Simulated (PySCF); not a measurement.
Molecule: `Cn1ccnc1`, C4H6N2.

Mapped SMILES: `[CH3:1][n:2]1[cH:3][cH:4][n:5][cH:6]1`. Hydrogens are named by the atom that carries them.

Geometry PBE0-D3(BJ)/def2-SVP throughout; GIAO in PySCF, gas phase, one conformer, non-relativistic; equivalent atoms averaged; functional PBE0.

For orientation, STO-3G gives these shifts δ (against TMS, NH3 at the same level): C4 110.2, C6 108.7, C3 105.3, C1 37.3, N2 95.4, H(C4) 6.48, H(C6) 6.25, H(C3) 5.73, H(C1) 2.90 ppm.

A run gave: C4 125.0, C6 128.4, C3 112.1, C1 32.2, N2 153.9, H(C4) 6.90, H(C6) 6.83, H(C3) 6.57, H(C1) 3.42 ppm (shifts δ (against TMS, NH3 at the same level)).

Which basis set was used in that run?
A. def2-SVP
B. 6-31G*
C. def2-TZVP
D. 6-31G

Results:

B. C3 tells them apart best: 6-31G* gives 112.1, 6-31G gives 116.2, def2-TZVP gives 121.2, def2-SVP gives 115.7 ppm.
